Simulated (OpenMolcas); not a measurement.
# A workflow on AlH3 (SMILES [H][Al]([H])[H])

Wanted: a single-point energy (UHF/3-21G), then the energy (CASSCF(2,2)/3-21G), then a single-point energy (CASPT2(2,2)/3-21G), then a single-point energy (SC-NEVPT2(2,2)/3-21G), then the energy (MRCI(2,2)/3-21G) of AlH3. 

The calculation is run with OpenMolcas 26.06.

## Step 1: The system as given

AlH3 has 4 atoms, charge 0, and is taken as a singlet. As SMILES, `[H][Al]([H])[H]`. The Al1–H4 distance was set to 3.882 Å, away from the relaxed value. At this shape a bond of the SMILES string is far longer than usual.

Bond lengths: Al1–H2 1.553 Å, Al1–H3 1.553 Å. Angles: H2–Al1–H3 120.0°.

## Step 2: A single-point energy at UHF/3-21G (run 1)

The input, step1.inp:

```
&GATEWAY
 BasLib=$CurrDir
 Coord
 4
 bohr
 Al     2.27567434     3.76797027    -0.01260447
 H      5.20977650     3.71033363     0.01496663
 H      0.85875769     6.33773324    -0.04877383
 H     -1.51712882    -2.51201294     0.00846597
 Basis=3-21G
 Group=NoSym

&SEWARD

&SCF
 UHF
 Scramble=0.25
 PrOrbitals=1 1
```

The basis set 3-21G is read from a file made from the Basis Set Exchange's data (not shown).

Command:

```console
export MOLCAS_MEM=1860
pymolcas step1.inp > step1.log
```

The log of the run:

```text
--- Start Module: gateway ---
[...]
--- Stop Module: gateway /rc=_RC_ALL_IS_WELL_ ---
--- Start Module: seward ---
[...]
      Basis functions           19
--- Stop Module: seward /rc=_RC_ALL_IS_WELL_ ---
--- Start Module: scf ---
[...]
       Convergence after  14 Iterations
[...]
::    Total SCF energy                               -242.1809649174
[...]
      Total spin, S                                     0.6085881817
[...]
      Total electronic charge=   16.000000
      Total            charge=   -0.000000
[...]
      Dipole Moment (debye):
      Origin of the operator (angstrom)=    1.1638    1.9270   -0.0064
                   X= -2.8027E-01               Y= -4.6396E-01               Z=  1.5909E-03           Total=  5.4204E-01
      Quadrupole Moment (debye*angstrom):
[...]
--- Stop Module: scf /rc=_RC_ALL_IS_WELL_ ---
[...]
```

It took 1.7 s on 1 thread of Arm Neoverse V1, shared host; peak memory 0.37 GiB.

## Step 3: A single-point energy at CASSCF(2,2)/3-21G (run 2)

The input, step2.inp:

```
* AlH3 CASSCF
&GATEWAY
BasLib = $CurrDir
Coord
4
bohr
Al     2.27567434     3.76797027    -0.01260447
H      5.20977650     3.71033363     0.01496663
H      0.85875769     6.33773324    -0.04877383
H     -1.51712882    -2.51201294     0.00846597
Basis = 3-21G
Group = NoSym
&SEWARD
&RASSCF
FileOrb = $CurrDir/step1.UnaOrb
Spin = 1
Nactel = 2 0 0
Inactive = 7
Ras2 = 2
OrbListing = Nothing
```

The basis set 3-21G is read from a file made from the Basis Set Exchange's data (not shown).

Command:

```console
export MOLCAS_MEM=1860
pymolcas step2.inp > step2.log
```

The log of the run:

```text
--- Start Module: gateway ---
[...]
--- Stop Module: gateway /rc=_RC_ALL_IS_WELL_ ---
--- Start Module: seward ---
[...]
      Basis functions           19
--- Stop Module: seward /rc=_RC_ALL_IS_WELL_ ---
--- Start Module: rasscf ---
[...]
      Number of active orbitals                  2
[...]
      Spin quantum number                      0.0
[...]
      Active orbitals                            2
[...]
      Number of CSFs                             3
[...]
      Number of root(s) required                 1
[...]
      Convergence after  7 iterations
[...]
      printout of CI-coefficients larger than  0.05 for root  1
      energy=    -242.183474
      conf/sym  11     Coeff  Weight
             1  20  -0.80566 0.64909
             3  02   0.59238 0.35091
      Natural orbitals and occupation numbers for root  1
      sym 1:   1.298176   0.701824
      ************************************************************************************************************************
      *                                                    Final results                                                     *
[...]
::    RASSCF root number  1 Total energy:   -242.18347355
[...]
      Total electronic charge=   16.000000
      Total            charge=   -0.000000
[...]
      Dipole Moment (debye):
      Origin of the operator (angstrom)=    1.1638    1.9270   -0.0064
                   X= -1.8195E-01               Y= -3.0117E-01               Z=  1.0503E-03           Total=  3.5187E-01
      Quadrupole Moment (debye*angstrom):
[...]
--- Stop Module: rasscf /rc=_RC_ALL_IS_WELL_ ---
[...]
```

It took 1.6 s on 1 thread of Arm Neoverse V1, shared host; peak memory 0.37 GiB.

## Step 4: The energy at CASPT2(2,2)/3-21G (run 3)

The input, step3.inp:

```
&GATEWAY
BASLIB=$CurrDir
COORD
4
bohr
Al     2.27567434     3.76797027    -0.01260447
H      5.20977650     3.71033363     0.01496663
H      0.85875769     6.33773324    -0.04877383
H     -1.51712882    -2.51201294     0.00846597
BASIS=3-21G
GROUP=NoSym
&SEWARD
&RASSCF
FILEORB=$CurrDir/step2.RasOrb
SPIN=1
NACTEL=2 0 0
INACTIVE=7
RAS2=2
ORBLISTING=Nothing
&CASPT2
IMAGINARY=0.1
FROZEN=5
```

The basis set 3-21G is read from a file made from the Basis Set Exchange's data (not shown).

Command:

```console
export MOLCAS_MEM=1860
pymolcas step3.inp > step3.log
```

The log of the run:

```text
--- Start Module: gateway ---
[...]
--- Stop Module: gateway /rc=_RC_ALL_IS_WELL_ ---
[...]
      Basis functions           19
[...]
--- Start Module: rasscf ---
[...]
      Number of active orbitals                  2
[...]
      Spin quantum number                      0.0
[...]
      Active orbitals                            2
[...]
      Number of CSFs                             3
[...]
      Number of root(s) required                 1
[...]
      Convergence after  4 iterations
[...]
      printout of CI-coefficients larger than  0.05 for root  1
      energy=    -242.183474
      conf/sym  11     Coeff  Weight
             1  20  -0.80566 0.64909
             3  02   0.59238 0.35091
      Natural orbitals and occupation numbers for root  1
      sym 1:   1.298177   0.701823
      ************************************************************************************************************************
      *                                                    Final results                                                     *
[...]
::    RASSCF root number  1 Total energy:   -242.18347355
[...]
      Total electronic charge=   16.000000
      Total            charge=   -0.000000
[...]
      Dipole Moment (debye):
      Origin of the operator (angstrom)=    1.1638    1.9270   -0.0064
                   X= -1.8191E-01               Y= -3.0111E-01               Z=  1.0511E-03           Total=  3.5180E-01
      Quadrupole Moment (debye*angstrom):
[...]
--- Stop Module: rasscf /rc=_RC_ALL_IS_WELL_ ---
--- Start Module: caspt2 ---
[...]
 ###    WARNING: User changed nr of frozen orbitals.                         ###
 ###############################################################################
[...]
      E2 (Variational):          -0.0301411788
      Total energy:            -242.2136147298
[...]
      Reference weight:           0.98354
[...]
::    CASPT2 Root  1     Total energy:   -242.21361473
[...]
--- Stop Module: caspt2 /rc=_RC_ALL_IS_WELL_ ---
[...]
```

Run time: 1.6 s. Hardware: 1 thread of Arm Neoverse V1, shared host; peak memory 0.37 GiB.

## Step 5: The energy at SC-NEVPT2(2,2)/3-21G (run 4)

The input, step4.inp:

```
>>> EXPORT MOLCAS_PRINT=2
&GATEWAY
BasLib=$CurrDir
Coord
4
bohr
Al     2.27567434     3.76797027    -0.01260447
H      5.20977650     3.71033363     0.01496663
H      0.85875769     6.33773324    -0.04877383
H     -1.51712882    -2.51201294     0.00846597
Basis=3-21G
Group=NoSym
&SEWARD
&RASSCF
FileOrb=$CurrDir/step2.RasOrb
Spin=1
Nactel=2 0 0
Inactive=7
Ras2=2
OrbListing=Nothing
&CASPT2
SC-NEVPT2
Frozen=5
```

The basis set 3-21G is read from a file made from the Basis Set Exchange's data (not shown).

Command:

```console
export MOLCAS_MEM=1860
pymolcas step4.inp > step4.log
```

The log of the run:

```text
--- Start Module: gateway ---
[...]
--- Stop Module: gateway /rc=_RC_ALL_IS_WELL_ ---
[...]
      Basis functions           19
[...]
--- Start Module: rasscf ---
[...]
      Number of active orbitals                  2
[...]
      Spin quantum number                      0.0
[...]
      Active orbitals                            2
[...]
      Number of CSFs                             3
[...]
      Number of root(s) required                 1
[...]
      Convergence after  4 iterations
[...]
      printout of CI-coefficients larger than  0.05 for root  1
      energy=    -242.183474
      conf/sym  11     Coeff  Weight
             1  20  -0.80566 0.64909
             3  02   0.59238 0.35091
      Natural orbitals and occupation numbers for root  1
      sym 1:   1.298177   0.701823
      ************************************************************************************************************************
      *                                                    Final results                                                     *
[...]
::    RASSCF root number  1 Total energy:   -242.18347355
[...]
      Total electronic charge=   16.000000
      Total            charge=   -0.000000
[...]
      Dipole Moment (debye):
      Origin of the operator (angstrom)=    1.1638    1.9270   -0.0064
                   X= -1.8191E-01               Y= -3.0111E-01               Z=  1.0511E-03           Total=  3.5180E-01
      Quadrupole Moment (debye*angstrom):
[...]
--- Stop Module: rasscf /rc=_RC_ALL_IS_WELL_ ---
--- Start Module: caspt2 ---
[...]
 ###    WARNING: User changed nr of frozen orbitals.                         ###
 ###############################################################################
[...]
      E2 (Variational):          -0.0298601809
[...]
      E2 (Variational):          -0.0298581075
      Total energy:            -242.2133316586
[...]
      Reference weight:           0.98382
[...]
::    SC-NEVPT2 Root  1     Total energy:   -242.21333166
[...]
--- Stop Module: caspt2 /rc=_RC_ALL_IS_WELL_ ---
[...]
```

It took 1.6 s on 1 thread of Arm Neoverse V1, shared host; peak memory 0.37 GiB.

## Step 6: A single-point energy at MRCI(2,2)/3-21G (run 5)

The input, step5.inp:

```
* AlH3 MRCI

&GATEWAY
 BasLib=$CurrDir
 Coord
 4
 bohr
 Al     2.27567434     3.76797027    -0.01260447
 H      5.20977650     3.71033363     0.01496663
 H      0.85875769     6.33773324    -0.04877383
 H     -1.51712882    -2.51201294     0.00846597
 Basis=3-21G
 Group=NoSym

&SEWARD

&RASSCF
 FileOrb=$CurrDir/step2.RasOrb
 Spin=1
 Nactel=2 0 0
 Inactive=7
 Ras2=2
 OrbListing=Nothing

&MOTRA
 LumOrb
 Frozen=5

&GUGA
 Electrons=6
 Spin=1
 Inactive=2
 Active=2
 CIAll=1

&MRCI
 SDCI
```

The basis set 3-21G is read from a file made from the Basis Set Exchange's data (not shown).

Command:

```console
export MOLCAS_MEM=1860
pymolcas step5.inp > step5.log
```

The log of the run:

```text
--- Start Module: gateway ---
[...]
--- Stop Module: gateway /rc=_RC_ALL_IS_WELL_ ---
[...]
      Basis functions           19
[...]
      Number of active orbitals                  2
[...]
      Spin quantum number                      0.0
[...]
      Active orbitals                            2
[...]
      Number of CSFs                             3
[...]
      Number of root(s) required                 1
[...]
      Convergence after  4 iterations
[...]
      printout of CI-coefficients larger than  0.05 for root  1
      energy=    -242.183474
      conf/sym  11     Coeff  Weight
             1  20  -0.80566 0.64909
             3  02   0.59238 0.35091
      Natural orbitals and occupation numbers for root  1
      sym 1:   1.298177   0.701823
      ************************************************************************************************************************
      *                                                    Final results                                                     *
[...]
::    RASSCF root number  1 Total energy:   -242.18347355
[...]
      Dipole Moment (debye):
      Origin of the operator (angstrom)=    1.1638    1.9270   -0.0064
                   X= -1.8191E-01               Y= -3.0111E-01               Z=  1.0511E-03           Total=  3.5180E-01
      Quadrupole Moment (debye*angstrom):
[...]
      *** WARNING: Default frozen orbitals is overwritten by user input.
      *** Default values:   2
[...]
--- Start Module: guga ---
[...]
--- Stop Module: guga /rc=_RC_ALL_IS_WELL_ ---
--- Start Module: mrci ---
[...]
       (But an ACPF correction will be computed)
       USE THE DEFAULT ACPF G-VALUE GFAC=  0.33333333333333331
[...]
                      CI ENERGY:  -242.22625384
[...]
                ACPF CORRECTION:    -0.00107496
[...]
      Total electronic charge=   16.000000
      Total            charge=   -0.000000
[...]
     ACPF CORRECTION:     -0.00107496
[...]
  CI State   1     Total energy:   -242.22625384     QDav:     -0.00163295     QACPF:     -0.00107496
[...]
--- Stop Module: mrci /rc=_RC_ALL_IS_WELL_ ---
[...]
```

Run time: 1.7 s. Hardware: 1 thread of Arm Neoverse V1, shared host; peak memory 0.37 GiB.

## Step 7: What came out

| quantity | value |
| --- | --- |
| run 1, UHF/3-21G: total energy | -242.18096 Eh |
| run 1, UHF/3-21G: dipole moment | 0.54 D |
| run 1, UHF/3-21G: HOMO energy | -7.82 eV |
| run 1, UHF/3-21G: LUMO energy | 0.53 eV |
| run 1, UHF/3-21G: HOMO–LUMO gap | 8.36 eV |
| run 1, UHF/3-21G: ⟨S²⟩ | 0.979 |
| run 2, CASSCF(2,2)/3-21G: total energy | -242.18347 Eh |
| run 2, CASSCF(2,2)/3-21G: dipole moment (CASSCF density) | 0.35 D |
| run 3, CASPT2(2,2)/3-21G: total energy | -242.21361 Eh |
| run 3, CASPT2(2,2)/3-21G: dipole moment (CASSCF density) | 0.35 D |
| run 4, SC-NEVPT2(2,2)/3-21G: total energy | -242.21333 Eh |
| run 4, SC-NEVPT2(2,2)/3-21G: dipole moment (CASSCF density) | 0.35 D |
| run 5, MRCI(2,2)/3-21G: total energy | -242.22625 Eh |
| run 5, MRCI(2,2)/3-21G: dipole moment (CASSCF density) | 0.35 D |

What this shows: ⟨S²⟩ (run 1, UHF/3-21G) is 0.98 where a pure singlet has 0.00: the reference is spin-contaminated. Mulliken charges (run 2, CASSCF(2,2)/3-21G) run from -0.25 on H2 to +0.51 on Al1. Mulliken charges (run 4, SC-NEVPT2(2,2)/3-21G) of the CASSCF density run from -0.25 on H2 to +0.51 on Al1.
